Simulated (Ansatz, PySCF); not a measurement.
Species: CH₅O (charge +1, singlet). SMILES: C[OH2+]
Structure (B3LYP-D3(BJ)/def2-TZVP (Ansatz, an electronic-structure program) minimum search):
```
C
H 1 1.0843
H 1 1.0843 2 111.91
H 1 1.0853 2 113.48 3 -130.00
O 1 1.5191 2 104.46 3 112.44
H 5 0.9764 1 114.71 2 -174.09
H 5 0.9764 6 110.50 1 131.55
```
Charge +1, spin multiplicity 1.

Unscaled harmonic wavenumbers (cm⁻¹) in rising order, each level at the stationary point that it reaches from this structure (no distance between atoms moves by over 0.3 Å); the order of modes can differ between levels, and a negative number is imaginary. B3LYP-D3(BJ)/def2-TZVP (PySCF, at the structure above): 243, 681, 799, 929, 1166, 1280, 1467, 1476, 1481, 1673, 3094, 3215, 3220, 3626, 3702.

HF/3-21G (Ansatz): 102, 439, 837, 936, 1244, 1342, 1594, 1624, 1634, 1816, 3272, 3401, 3406, 3774, 3883. Zero-point energy 41.9 against 40.1 kcal/mol; where all levels lie over 400 cm⁻¹, the wavenumbers are on average 1.032 times those of B3LYP-D3(BJ)/def2-TZVP.

HF/6-31G* (Ansatz): 242, 708, 823, 988, 1262, 1382, 1593, 1609, 1613, 1849, 3298, 3436, 3442, 3887, 3975. Zero-point energy 43.0 against 40.1 kcal/mol; where all levels lie over 400 cm⁻¹, the wavenumbers are on average 1.072 times those of B3LYP-D3(BJ)/def2-TZVP.
